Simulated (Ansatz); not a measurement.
System: Pb3Br2(SeO3)2 (C2/c, No. 15; cell taken from a computed entry). Method: PBEsol (Ansatz, a quantum-chemistry and plane-wave program, plane waves, PAW).

Settings: plane-wave cutoff 520 eV, 8×8×4 k mesh (along the axes of the cell as run), Fermi–Dirac smearing 0.01 eV, scalar-relativistic PAW data made under PBE.

Cell (relaxed with PBEsol):

```yaml
crystal:
  lattice:
    - [6.69938, -2.82232, 0.00476]
    - [6.69938, 2.82232, 0.00476]
    - [-0.80977, 0.00000, 13.29253]
  atoms:
    - { symbol: Pb, position: [0.43607, 0.56393, 0.25000] }
    - { symbol: Pb, position: [0.56393, 0.43607, 0.75000] }
    - { symbol: Pb, position: [0.19576, 0.21808, 0.35481] }
    - { symbol: Pb, position: [0.80424, 0.78192, 0.64519] }
    - { symbol: Pb, position: [0.78192, 0.80424, 0.14519] }
    - { symbol: Pb, position: [0.21808, 0.19576, 0.85481] }
    - { symbol: Se, position: [0.89120, 0.89643, 0.38232] }
    - { symbol: Se, position: [0.10880, 0.10357, 0.61768] }
    - { symbol: Se, position: [0.10357, 0.10880, 0.11768] }
    - { symbol: Se, position: [0.89643, 0.89120, 0.88232] }
    - { symbol: Br, position: [0.65602, 0.63479, 0.44268] }
    - { symbol: Br, position: [0.34398, 0.36521, 0.55732] }
    - { symbol: Br, position: [0.36521, 0.34398, 0.05732] }
    - { symbol: Br, position: [0.63479, 0.65602, 0.94268] }
    - { symbol: O, position: [0.06431, 0.61953, 0.30395] }
    - { symbol: O, position: [0.93569, 0.38047, 0.69605] }
    - { symbol: O, position: [0.38047, 0.93569, 0.19605] }
    - { symbol: O, position: [0.61953, 0.06431, 0.80395] }
    - { symbol: O, position: [0.62407, 0.09893, 0.30335] }
    - { symbol: O, position: [0.37593, 0.90107, 0.69665] }
    - { symbol: O, position: [0.90107, 0.37593, 0.19665] }
    - { symbol: O, position: [0.09893, 0.62407, 0.80335] }
    - { symbol: O, position: [0.06929, 0.96116, 0.36497] }
    - { symbol: O, position: [0.93071, 0.03884, 0.63503] }
    - { symbol: O, position: [0.03884, 0.93071, 0.13503] }
    - { symbol: O, position: [0.96116, 0.06929, 0.86497] }
```

Question: What does this level give for the band gap and direct gap at Γ?

Answer: 
* **band gap**: 2.73 eV
* **direct gap at Γ**: 3.55 eV

Spin–orbit coupling is not included; with these elements it can move the gap by several tenths of an eV or more.
